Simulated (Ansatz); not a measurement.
# C2H2FNO: two geometries relaxed, part 2 of 2

Aim: relax the geometries before and after the rotation by 180° about the C3–O4 bond, and see whether they are two minima and how far apart in energy. SMILES of the start: N=C=C(O)F.

Ansatz 0.2.0; RKS r2SCAN-D4/def2-SVP. The steps go on from the part before.

## Step 4: Relaxing end B

The second end starts from a geometry with the move made by hand.

The input, input.yaml:

```yaml
crystal:
  periodic: [false, false, false]
  atoms:
    - { symbol: "N", position_ang: [-0.8976, 0.8512, 1.4864] }
    - { symbol: C, position_ang: [-0.3003, 0.5073, 0.5753] }
    - { symbol: C, position_ang: [0.3838, 0.0739, -0.4314] }
    - { symbol: O, position_ang: [0.2716, -1.1989, -0.8556] }
    - { symbol: F, position_ang: [1.3496, 0.8313, -1.0341] }
    - { symbol: H, position_ang: [-1.5992, 0.1881, 1.7959] }
    - { symbol: H, position_ang: [-0.3594, -1.63614, -0.31548] }
basis:
  gaussian: { orbitals: def2-SVP }
hamiltonian:
  xc: r2scan
  dispersion: d4
relax:
  f_tol: 0.015
  max_steps: 40
```

On the command line:

```bash
$ ansatz run input.yaml --threads 2 --pin off --max-ram 3072MiB --backend cpu --events-out ev --progress --plain --runs-dir out
```

Log:

```text
Warning: RAYON_NUM_THREADS=2 ignored (pool sized by the plan → 2); use --threads N
The last accepted step is kept in <dir> (removed where the run ends without a failure and the disk answers)
Engine: ansatz 0.2.0, aarch64-unknown-linux-gnu
Functional definition: r2SCAN
  parameter k0 = 0.174
  parameter k1 = 0.065
  parameter a1 = 4.9479
  exchange = r2scan_x(k0 = k0, k1 = k1, a1 = a1)
  correlation = r2scan_c
895 factors; their error is unknown
mean field evaluation 1: about -8338.8175 eV, gradient 5.7e1 eV
mean field evaluation 2: about -8330.1715 eV, gradient 8.4e1 eV
mean field evaluation 4: about -8344.9259 eV, gradient 7.0e0 eV
mean field evaluation 8: about -8345.0275 eV, gradient 4.7e-2 eV
mean field evaluation 16: about -8344.9863 eV, gradient 7.1e-5 eV
mean field -8344.98629477 eV, -306.6725898978 hartree, gradient 7.1e-5 eV, S^2 0.000000; 1 other end points of the search recorded, 0 dependent functions left out
the calculation of the forces begins
reference -8344.98630027 eV, -306.6725901000 hartree; 19, 19 occupied and 61, 61 virtual orbitals, 895 factors
relax step   1: F+E_penalty+E_count = -8345.01269904 eV  Δ(F+E_penalty+E_count) = +0.000e0 eV  max|allowed force component| = 8.195e0 eV/Å  Δτ_max = 0.0000 Å  (42 SCF iters, accepted)
these checks for a lower state are left out or cut short: starts, cluster_reference, orbital_swaps, neighbouring_geometries, increment
895 factors; their error is unknown
mean field -8346.15309651 eV, -306.7154690711 hartree, gradient 1.5e-5 eV, S^2 0.000000; 0 other end points of the search recorded, 0 dependent functions left out
the calculation of the forces begins
reference -8346.15310227 eV, -306.7154692825 hartree; 19, 19 occupied and 61, 61 virtual orbitals, 895 factors
relax step   2: F+E_penalty+E_count = -8346.17922473 eV  Δ(F+E_penalty+E_count) = -1.167e0 eV  max|allowed force component| = 2.111e0 eV/Å  Δτ_max = 0.1943 Å  (37 SCF iters, accepted)
these checks for a lower state are left out or cut short: starts, cluster_reference, orbital_swaps, neighbouring_geometries, increment
895 factors; their error is unknown
mean field evaluation 32: about -8346.7050 eV, gradient 3.0e-3 eV
mean field -8346.65863768 eV, -306.7340473663 hartree, gradient 2.2e-5 eV, S^2 0.000000; 0 other end points of the search recorded, 0 dependent functions left out
the calculation of the forces begins
reference -8346.65864365 eV, -306.7340475857 hartree; 19, 19 occupied and 61, 61 virtual orbitals, 895 factors
relax step   3: F+E_penalty+E_count = -8346.68464343 eV  Δ(F+E_penalty+E_count) = -5.054e-1 eV  max|allowed force component| = 2.195e0 eV/Å  Δτ_max = 0.1964 Å  (38 SCF iters, accepted)
these checks for a lower state are left out or cut short: starts, cluster_reference, orbital_swaps, neighbouring_geometries, increment
895 factors; their error is unknown
mean field -8347.08660274 eV, -306.7497747922 hartree, gradient 2.0e-5 eV, S^2 0.000000; 0 other end points of the search recorded, 0 dependent functions left out
the calculation of the forces begins
reference -8347.08660870 eV, -306.7497750111 hartree; 19, 19 occupied and 61, 61 virtual orbitals, 895 factors
relax step   4: F+E_penalty+E_count = -8347.11263763 eV  Δ(F+E_penalty+E_count) = -4.280e-1 eV  max|allowed force component| = 2.036e0 eV/Å  Δτ_max = 0.1998 Å  (36 SCF iters, accepted)
these checks for a lower state are left out or cut short: starts, cluster_reference, orbital_swaps, neighbouring_geometries, increment
895 factors; their error is unknown
mean field -8347.18462559 eV, -306.7533770656 hartree, gradient 1.8e-5 eV, S^2 0.000000; 0 other end points of the search recorded, 0 dependent functions left out
the calculation of the forces begins
reference -8347.18463152 eV, -306.7533772835 hartree; 19, 19 occupied and 61, 61 virtual orbitals, 895 factors
relax step   5: F+E_penalty+E_count = -8347.21065740 eV  Δ(F+E_penalty+E_count) = -9.802e-2 eV  max|allowed force component| = 1.052e0 eV/Å  Δτ_max = 0.2000 Å  (36 SCF iters, accepted)
these checks for a lower state are left out or cut short: starts, cluster_reference, orbital_swaps, neighbouring_geometries, increment
895 factors; their error is unknown
mean field -8347.20767030 eV, -306.7542239428 hartree, gradient 2.1e-5 eV, S^2 0.000000; 0 other end points of the search recorded, 0 dependent functions left out
the calculation of the forces begins
reference -8347.20767619 eV, -306.7542241596 hartree; 19, 19 occupied and 61, 61 virtual orbitals, 895 factors
relax step   6: F+E_penalty+E_count = -8347.23365449 eV  Δ(F+E_penalty+E_count) = -2.300e-2 eV  max|allowed force component| = 9.002e-1 eV/Å  Δτ_max = 0.1422 Å  (36 SCF iters, accepted)
these checks for a lower state are left out or cut short: starts, cluster_reference, orbital_swaps, neighbouring_geometries, increment
895 factors; their error is unknown
mean field evaluation 64: about -8347.3116 eV, gradient 1.2e-2 eV
mean field -8347.26615106 eV, -306.7563730712 hartree, gradient 1.9e-5 eV, S^2 0.000000; 0 other end points of the search recorded, 0 dependent functions left out
the calculation of the forces begins
reference -8347.26615695 eV, -306.7563732877 hartree; 19, 19 occupied and 61, 61 virtual orbitals, 895 factors
relax step   7: F+E_penalty+E_count = -8347.29211807 eV  Δ(F+E_penalty+E_count) = -5.846e-2 eV  max|allowed force component| = 4.949e-1 eV/Å  Δτ_max = 0.1627 Å  (35 SCF iters, accepted)
these checks for a lower state are left out or cut short: starts, cluster_reference, orbital_swaps, neighbouring_geometries, increment
895 factors; their error is unknown
mean field -8347.29909845 eV, -306.7575838653 hartree, gradient 7.8e-6 eV, S^2 0.000000; 0 other end points of the search recorded, 0 dependent functions left out
[...]
relax step   8: F+E_penalty+E_count = -8347.32507060 eV  Δ(F+E_penalty+E_count) = -3.295e-2 eV  max|allowed force component| = 1.623e-1 eV/Å  Δτ_max = 0.0602 Å  (31 SCF iters, accepted)
relax step   9: F+E_penalty+E_count = -8347.29455285 eV  Δ(F+E_penalty+E_count) = +3.052e-2 eV  max|allowed force component| = 1.497e0 eV/Å  Δτ_max = 0.1330 Å  (36 SCF iters, rejected (line search))
relax step  10: F+E_penalty+E_count = -8347.33285825 eV  Δ(F+E_penalty+E_count) = -7.788e-3 eV  max|allowed force component| = 2.478e-1 eV/Å  Δτ_max = 0.0665 Å  (31 SCF iters, accepted)
relax step  11: F+E_penalty+E_count = -8347.35104414 eV  Δ(F+E_penalty+E_count) = -1.819e-2 eV  max|allowed force component| = 3.010e-1 eV/Å  Δτ_max = 0.1000 Å  (30 SCF iters, accepted)
relax step  12: F+E_penalty+E_count = -8347.35580188 eV  Δ(F+E_penalty+E_count) = -4.758e-3 eV  max|allowed force component| = 2.488e-1 eV/Å  Δτ_max = 0.0181 Å  (31 SCF iters, accepted)
relax step  13: F+E_penalty+E_count = -8347.36065242 eV  Δ(F+E_penalty+E_count) = -4.851e-3 eV  max|allowed force component| = 2.325e-1 eV/Å  Δτ_max = 0.0497 Å  (31 SCF iters, accepted)
relax step  14: F+E_penalty+E_count = -8347.36425590 eV  Δ(F+E_penalty+E_count) = -3.603e-3 eV  max|allowed force component| = 3.688e-1 eV/Å  Δτ_max = 0.0473 Å  (31 SCF iters, accepted)
relax step  15: F+E_penalty+E_count = -8347.36522242 eV  Δ(F+E_penalty+E_count) = -9.665e-4 eV  max|allowed force component| = 4.858e-1 eV/Å  Δτ_max = 0.0579 Å  (30 SCF iters, accepted)
relax step  16: F+E_penalty+E_count = -8347.29281056 eV  Δ(F+E_penalty+E_count) = +7.241e-2 eV  max|allowed force component| = 1.811e0 eV/Å  Δτ_max = 0.1818 Å  (36 SCF iters, rejected (line search))
relax step  17: F+E_penalty+E_count = -8347.37325737 eV  Δ(F+E_penalty+E_count) = -8.035e-3 eV  max|allowed force component| = 2.519e-1 eV/Å  Δτ_max = 0.0907 Å  (30 SCF iters, accepted)
relax step  18: F+E_penalty+E_count = -8347.38320134 eV  Δ(F+E_penalty+E_count) = -9.944e-3 eV  max|allowed force component| = 5.176e-1 eV/Å  Δτ_max = 0.0998 Å  (31 SCF iters, accepted)
relax step  19: F+E_penalty+E_count = -8347.38993634 eV  Δ(F+E_penalty+E_count) = -6.735e-3 eV  max|allowed force component| = 3.962e-1 eV/Å  Δτ_max = 0.0329 Å  (31 SCF iters, accepted)
relax step  20: F+E_penalty+E_count = -8347.39955601 eV  Δ(F+E_penalty+E_count) = -9.620e-3 eV  max|allowed force component| = 2.478e-1 eV/Å  Δτ_max = 0.0539 Å  (30 SCF iters, accepted)
relax step  21: F+E_penalty+E_count = -8347.40606594 eV  Δ(F+E_penalty+E_count) = -6.510e-3 eV  max|allowed force component| = 1.701e-1 eV/Å  Δτ_max = 0.0452 Å  (31 SCF iters, accepted)
relax step  22: F+E_penalty+E_count = -8347.41056144 eV  Δ(F+E_penalty+E_count) = -4.496e-3 eV  max|allowed force component| = 2.692e-1 eV/Å  Δτ_max = 0.0395 Å  (31 SCF iters, accepted)
relax step  23: F+E_penalty+E_count = -8347.36448549 eV  Δ(F+E_penalty+E_count) = +4.608e-2 eV  max|allowed force component| = 1.623e0 eV/Å  Δτ_max = 0.1992 Å  (37 SCF iters, rejected (line search))
relax step  24: F+E_penalty+E_count = -8347.39582542 eV  Δ(F+E_penalty+E_count) = +1.474e-2 eV  max|allowed force component| = 4.654e-1 eV/Å  Δτ_max = 0.0984 Å  (38 SCF iters, rejected (line search))
relax step  25: F+E_penalty+E_count = -8347.41887280 eV  Δ(F+E_penalty+E_count) = -8.311e-3 eV  max|allowed force component| = 7.638e-2 eV/Å  Δτ_max = 0.0480 Å  (31 SCF iters, accepted)
relax step  26: F+E_penalty+E_count = -8347.42436147 eV  Δ(F+E_penalty+E_count) = -5.489e-3 eV  max|allowed force component| = 2.433e-1 eV/Å  Δτ_max = 0.0708 Å  (31 SCF iters, accepted)
relax step  27: F+E_penalty+E_count = -8347.41567774 eV  Δ(F+E_penalty+E_count) = +8.684e-3 eV  max|allowed force component| = 7.513e-1 eV/Å  Δτ_max = 0.1170 Å  (30 SCF iters, rejected (line search))
[...]
relax step  28: F+E_penalty+E_count = -8347.42943394 eV  Δ(F+E_penalty+E_count) = -5.072e-3 eV  max|allowed force component| = 1.207e-1 eV/Å  Δτ_max = 0.0585 Å  (30 SCF iters, accepted)
these checks for a lower state are left out or cut short: starts, cluster_reference, orbital_swaps, neighbouring_geometries, increment
895 factors; their error is unknown
mean field evaluation 224: about -8347.4031 eV, gradient 1.0e-4 eV
mean field -8347.40314081 eV, -306.7614073517 hartree, gradient 2.0e-5 eV, S^2 0.000000; 0 other end points of the search recorded, 0 dependent functions left out
the calculation of the forces begins
reference -8347.40314698 eV, -306.7614075785 hartree; 19, 19 occupied and 61, 61 virtual orbitals, 895 factors
relax step  29: F+E_penalty+E_count = -8347.42895976 eV  Δ(F+E_penalty+E_count) = +4.742e-4 eV  max|allowed force component| = 3.718e-1 eV/Å  Δτ_max = 0.0741 Å  (31 SCF iters, rejected (line search))
these checks for a lower state are left out or cut short: starts, cluster_reference, orbital_swaps, neighbouring_geometries, increment
895 factors; their error is unknown
mean field -8347.40604595 eV, -306.7615141136 hartree, gradient 2.0e-5 eV, S^2 0.000000; 0 other end points of the search recorded, 0 dependent functions left out
the calculation of the forces begins
reference -8347.40605211 eV, -306.7615143399 hartree; 19, 19 occupied and 61, 61 virtual orbitals, 895 factors
relax step  30: F+E_penalty+E_count = -8347.43186806 eV  Δ(F+E_penalty+E_count) = -2.434e-3 eV  max|allowed force component| = 6.887e-2 eV/Å  Δτ_max = 0.0370 Å  (31 SCF iters, accepted)
these checks for a lower state are left out or cut short: starts, cluster_reference, orbital_swaps, neighbouring_geometries, increment
895 factors; their error is unknown
mean field -8347.40693033 eV, -306.7615466141 hartree, gradient 1.9e-5 eV, S^2 0.000000; 0 other end points of the search recorded, 0 dependent functions left out
the calculation of the forces begins
reference -8347.40693650 eV, -306.7615468406 hartree; 19, 19 occupied and 61, 61 virtual orbitals, 895 factors
relax step  31: F+E_penalty+E_count = -8347.43274340 eV  Δ(F+E_penalty+E_count) = -8.753e-4 eV  max|allowed force component| = 7.988e-2 eV/Å  Δτ_max = 0.0375 Å  (31 SCF iters, accepted)
these checks for a lower state are left out or cut short: starts, cluster_reference, orbital_swaps, neighbouring_geometries, increment
895 factors; their error is unknown
mean field -8347.40658401 eV, -306.7615338871 hartree, gradient 1.9e-5 eV, S^2 0.000000; 0 other end points of the search recorded, 0 dependent functions left out
the calculation of the forces begins
reference -8347.40659017 eV, -306.7615341135 hartree; 19, 19 occupied and 61, 61 virtual orbitals, 895 factors
relax step  32: F+E_penalty+E_count = -8347.43239077 eV  Δ(F+E_penalty+E_count) = +3.526e-4 eV  max|allowed force component| = 8.285e-2 eV/Å  Δτ_max = 0.0286 Å  (31 SCF iters, rejected (line search))
these checks for a lower state are left out or cut short: starts, cluster_reference, orbital_swaps, neighbouring_geometries, increment
895 factors; their error is unknown
mean field -8347.40751202 eV, -306.7615679906 hartree, gradient 1.9e-5 eV, S^2 0.000000; 0 other end points of the search recorded, 0 dependent functions left out
the calculation of the forces begins
reference -8347.40751818 eV, -306.7615682171 hartree; 19, 19 occupied and 61, 61 virtual orbitals, 895 factors
relax step  33: F+E_penalty+E_count = -8347.43332073 eV  Δ(F+E_penalty+E_count) = -5.773e-4 eV  max|allowed force component| = 2.840e-2 eV/Å  Δτ_max = 0.0143 Å  (32 SCF iters, accepted)
these checks for a lower state are left out or cut short: starts, cluster_reference, orbital_swaps, neighbouring_geometries, increment
895 factors; their error is unknown
mean field evaluation 256: about -8347.4534 eV, gradient 4.9e-1 eV
mean field -8347.40757104 eV, -306.7615701597 hartree, gradient 2.0e-5 eV, S^2 0.000000; 0 other end points of the search recorded, 0 dependent functions left out
the calculation of the forces begins
reference -8347.40757721 eV, -306.7615703863 hartree; 19, 19 occupied and 61, 61 virtual orbitals, 895 factors
relax step  34: F+E_penalty+E_count = -8347.43337477 eV  Δ(F+E_penalty+E_count) = -5.405e-5 eV  max|allowed force component| = 1.833e-2 eV/Å  Δτ_max = 0.0074 Å  (33 SCF iters, accepted)
these checks for a lower state are left out or cut short: starts, cluster_reference, orbital_swaps, neighbouring_geometries, increment
895 factors; their error is unknown
mean field -8347.40759204 eV, -306.7615709315 hartree, gradient 2.0e-5 eV, S^2 0.000000; 0 other end points of the search recorded, 0 dependent functions left out
the calculation of the forces begins
reference -8347.40759821 eV, -306.7615711580 hartree; 19, 19 occupied and 61, 61 virtual orbitals, 895 factors
relax step  35: F+E_penalty+E_count = -8347.43339659 eV  Δ(F+E_penalty+E_count) = -2.182e-5 eV  max|allowed force component| = 3.323e-3 eV/Å  Δτ_max = 0.0023 Å  (33 SCF iters, accepted)
895 factors; their error is unknown
mean field evaluation 288: about -8347.4076 eV, gradient 3.0e-5 eV
mean field -8347.40759204 eV, -306.7615709315 hartree, gradient 2.5e-5 eV, S^2 0.000000; 1 other end points of the search recorded, 0 dependent functions left out
the calculation of the forces begins
reference -8347.40759821 eV, -306.7615711580 hartree; 19, 19 occupied and 61, 61 virtual orbitals, 895 factors
Total energy: -8347.43340275 eV, -306.7625194576 hartree
Atom 0 at    -0.912910     0.646168     1.823325 Å, force    -0.000704     0.002524    -0.000829 eV/Å
Atom 1 at    -0.432463     0.337309     0.727773 Å, force    -0.001011    -0.001039    -0.000846 eV/Å
Atom 2 at     0.240094    -0.101199    -0.324677 Å, force    -0.002699    -0.001241     0.000367 eV/Å
Atom 3 at    -0.061202    -1.234434    -0.986401 Å, force     0.002623    -0.002958     0.000703 eV/Å
Atom 4 at     1.163577     0.681843    -0.921509 Å, force     0.000742     0.002247     0.001752 eV/Å
Atom 5 at    -1.801320     1.165046     1.753826 Å, force     0.003323    -0.001604    -0.000363 eV/Å
Atom 6 at     0.652724    -1.877972    -0.851318 Å, force    -0.002273     0.002072    -0.000784 eV/Å
Dipole moment:    -0.095239    -0.171549    -0.013206 e Å
```

It took 77 s on 2 threads of Arm Neoverse V1, shared host; peak memory 0.16 GiB.

The steps of the relaxation, one in 2:

| step | energy from step 1 (eV) | largest force component (eV/Å) |
| --- | --- | --- |
| 1 | 0.0000 | 8.1948 |
| 3 | -1.6719 | 2.1951 |
| 5 | -2.1980 | 1.0525 |
| 7 | -2.2794 | 0.4949 |
| 9x | -2.2819 | 1.4971 |
| 11 | -2.3383 | 0.3010 |
| 13 | -2.3480 | 0.2325 |
| 15 | -2.3525 | 0.4858 |
| 17 | -2.3606 | 0.2519 |
| 19 | -2.3772 | 0.3962 |
| 21 | -2.3934 | 0.1701 |
| 23x | -2.3518 | 1.6232 |
| 25 | -2.4062 | 0.0764 |
| 27x | -2.4030 | 0.7513 |
| 29x | -2.4163 | 0.3718 |
| 31 | -2.4200 | 0.0799 |
| 33 | -2.4206 | 0.0284 |
| 35 | -2.4207 | 0.0033 |

Step 1 is the start. 7 steps were tried and not accepted (marked x).

After: Bond lengths: N1–C2 1.235 Å, C2–C3 1.324 Å, C3–O4 1.346 Å, C3–F5 1.350 Å, N1–H6 1.031 Å, O4–H7 0.971 Å. Angles: N1–C2–C3 170.2°, C2–N1–H6 113.6°, C2–C3–O4 123.8°, C2–C3–F5 120.5°, O4–C3–F5 115.1°, C3–O4–H7 109.0°.

## Step 5: Outcome

What follows sums up all 2 parts.

| quantity | value |
| --- | --- |
| end A | 19 moves, 2.289 eV lower |
| end B | 27 moves, 2.421 eV lower |
| largest difference between the ends | 0.00 Å |
| end B relative to end A | -0.000 eV |

What this shows: Both starts fell into the same minimum (no atom differs by more than 0.00 Å), so from this start no second minimum was found and no band was run; another arrangement could still be one.
